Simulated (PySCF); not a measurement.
acetonitrile (C₂H₃N), SMILES C(C)#N. Atoms are numbered in the order given.

```xyz
6

C      0.0000     0.0000    -1.1708
C      0.0000     0.0000     0.2784
N      0.0000     0.0000     1.4273
H      0.8873     0.5123    -1.5456
H      0.0000    -1.0246    -1.5456
H     -0.8873     0.5123    -1.5456
```

Geometry: PBE0-D3(BJ)/def2-TZVP.

Computed with HF/def2-TZVPD (PySCF).

The molecule is in vacuum.

Computed frontier levels, gap, dipole moment and polarisability:
| Quantity | Value |
|---|---|
| highest occupied level | -12.61 eV |
| lowest empty level | 1.58 eV |
| orbital gap | 14.19 eV |
| dipole moment | 4.23 D |
| quadrupole, principal values (traceless, Buckingham form, about the centre of nuclear charge) | -3.29, 1.65, 1.65 D·Å |
| mean static polarisability | 28.1 bohr³ (4.17 Å³) |
| polarisability, principal values | 23.3, 23.3, 37.6 bohr³ |
